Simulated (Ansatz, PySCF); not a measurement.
System: C3H3, charge 0, multiplicity 2. It need not be the lowest isomer of its formula. SMILES: C(#C)[CH2]
Geometry: optimised at B3LYP-D3(BJ)/def2-TZVP (Ansatz, a quantum-chemistry and plane-wave program).
Markedly spin-contaminated UHF reference, which strains HF, MP2 and, less, CCSD(T): C#C[CH2].

Property: enthalpy of formation at 298 K (from the atomisation energy, B3LYP-D3(BJ)/def2-TZVP harmonic zero-point and thermal terms from PySCF, and the atoms' enthalpies of formation in the G2/97 table; no spin-orbit terms, and no core term in the frozen-core levels), in kcal/mol. Valence correlation only, unless marked. Open shells are spin-unrestricted. Spin-orbit coupling is left out. No relativistic terms. The coupled-cluster limit lacks core correlation, which all-electron functionals hold. CBS(X,Y): correlation extrapolated as X^-3; Hartree-Fock from the larger set. The bracket is a focal-point correction in the basis named.

| level | program | enthalpy of formation at 298 K (kcal/mol) |
|---|---|---|
| HF/STO-3G | Ansatz | 169.1 |
| HF/6-31G* | Ansatz | 242.5 |
| HF-D3(BJ)/def2-TZVPD | PySCF + dftd3 | 221.3 |
| PBE-D4/def2-TZVPD | Ansatz + dftd4 | 60.5 |
| r2SCAN-D3(BJ)/def2-TZVPD | Ansatz + dftd3 | 76.9 |
| B3LYP-D4/def2-TZVPD | Ansatz + dftd4 | 80.1 |
| PBE0-D4/def2-TZVPD | Ansatz + dftd4 | 75.1 |

### Question
Estimate the value at RI-MP2/CBS(cc-pVTZ,cc-pVQZ)+[CCSD(T)-MP2]/cc-pVTZ as computed with Ansatz.

### Answer
87.3 kcal/mol, so PBE0-D4/def2-TZVPD differs from it by -12.2 kcal/mol.
